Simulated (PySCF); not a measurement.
## Predicted spectroscopic data

[PySCF 2.14: geometry: PBE0-D3(BJ)/def2-SVP; couplings computed with B3LYP/pcJ-1 (spin–dipole term left out of most H,H and C,H couplings); PBE0/pcSseg-1 with gauge-including orbitals; averaged over atoms made equivalent by symmetry, fast rotation or ring inversion; isolated molecule; one computed conformer; non-relativistic]

δ = σ(ref) − σ, references computed at the same level: TMS for ¹H (σ = 31.27 ppm), ¹³C (σ = 184.41 ppm). Multiplet labels drop J under 1 Hz and among equivalent protons, and merge close values. Unscaled 3J(H,H) run several per cent high. One-bond C–F couplings are unscaled and too large by tens of Hz. Shifts are as computed. Against solution values, carbons near 30 ppm lie about +2 ppm off and those near 130 ppm about +4 ppm. Of 246 compounds with measured shifts, 49 miss one by over three times the rms of a fit or turn the order of signals round; such compounds aren't used in these exercises. OH and NH positions are gas-phase values without hydrogen bonding to other molecules.

**1.** `CC(C#C)(C)O`, C5H8O. ¹H NMR (600 MHz, computed): δ 2.29 (s, 1H), 1.41 (s, 6H), 0.37 (br s, 1H). ¹³C{¹H} NMR (computed): δ 92.2 (C), 77.1 (CH), 64.1 (C), 32.9 (CH3).

**2.** SMILES CC(C)F, C3H7F. ¹H NMR (600 MHz, computed): δ 4.58 (d of sept, J = 55.2, 6.8 Hz, 1H), 1.24 (dd, J = 22.2, 6.8 Hz, 6H). ¹³C{¹H} NMR (computed): δ 86.2 (CH, d, J = 224.9 Hz), 24.3 (CH3, d, J = 22.6 Hz).
